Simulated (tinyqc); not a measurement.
Worked calculation: extended Hueckel theory, for H3O+. The parameters take no account of the charge, which enters only through the electron count. One step of it, computed by the program tinyqc.

Problem. Orbitals. Solve H C = S C e through S^(-1/2); fill by pairs from the bottom, a degenerate level sharing its electrons equally; each orbital has its largest coefficient positive (the first on a tie).

H (eV), order 1O 2s, 1O 2px, 1O 2py, 1O 2pz, 2H 1s, 3H 1s, 4H 1s:
$$\begin{pmatrix}
-32.300000 & 0.000000 & 0.000000 & 0.000000 & -17.741666 & -17.756341 & -17.756341 \\
0.000000 & -14.800000 & 0.000000 & 0.000000 & -8.797458 & 4.398944 & 4.398944 \\
0.000000 & 0.000000 & -14.800000 & 0.000000 & 0.000000 & -7.623552 & 7.623552 \\
0.000000 & 0.000000 & 0.000000 & -14.800000 & 3.557442 & 3.561508 & 3.561508 \\
-17.741666 & -8.797458 & 0.000000 & 3.557442 & -13.600000 & -4.828507 & -4.828507 \\
-17.756341 & 4.398944 & -7.623552 & 3.561508 & -4.828507 & -13.600000 & -4.829922 \\
-17.756341 & 4.398944 & 7.623552 & 3.561508 & -4.828507 & -4.829922 & -13.600000
\end{pmatrix}$$

overlap S, order 1O 2s, 1O 2px, 1O 2py, 1O 2pz, 2H 1s, 3H 1s, 4H 1s:
$$\begin{pmatrix}
1.000000 & 0.000000 & 0.000000 & 0.000000 & 0.441747 & 0.442112 & 0.442112 \\
0.000000 & 1.000000 & 0.000000 & 0.000000 & 0.354022 & -0.177020 & -0.177020 \\
0.000000 & 0.000000 & 1.000000 & 0.000000 & 0.000000 & 0.306783 & -0.306783 \\
0.000000 & 0.000000 & 0.000000 & 1.000000 & -0.143157 & -0.143320 & -0.143320 \\
0.441747 & 0.354022 & 0.000000 & -0.143157 & 1.000000 & 0.202878 & 0.202878 \\
0.442112 & -0.177020 & 0.306783 & -0.143320 & 0.202878 & 1.000000 & 0.202938 \\
0.442112 & -0.177020 & -0.306783 & -0.143320 & 0.202878 & 0.202938 & 1.000000
\end{pmatrix}$$

valence electrons = 8

Give: orbital energies; occupations; coefficients; sum of one-electron energies.

Solution.

orbital energies (eV): [-33.430, -17.113, -17.112, -15.102, -1.317, -1.301, 10.714]

occupations: [2.000, 2.000, 2.000, 2.000, 0.000, 0.000, 0.000]

coefficients, order 1O 2s, 1O 2px, 1O 2py, 1O 2pz, 2H 1s, 3H 1s, 4H 1s:
$$\begin{pmatrix}
0.845 & 0.000 & 0.000 & 0.134 & -0.001 & 0.000 & 1.021 \\
0.000 & 0.000 & 0.711 & 0.000 & -0.896 & 0.000 & -0.001 \\
0.000 & 0.711 & 0.000 & 0.000 & 0.000 & 0.896 & 0.000 \\
0.021 & 0.000 & 0.000 & 0.964 & 0.000 & 0.000 & -0.390 \\
0.107 & 0.000 & 0.400 & -0.069 & 0.967 & 0.000 & -0.649 \\
0.107 & 0.347 & -0.200 & -0.069 & -0.482 & -0.837 & -0.652 \\
0.107 & -0.347 & -0.200 & -0.069 & -0.482 & 0.837 & -0.652
\end{pmatrix}$$

sum of one-electron energies = -165.516 eV
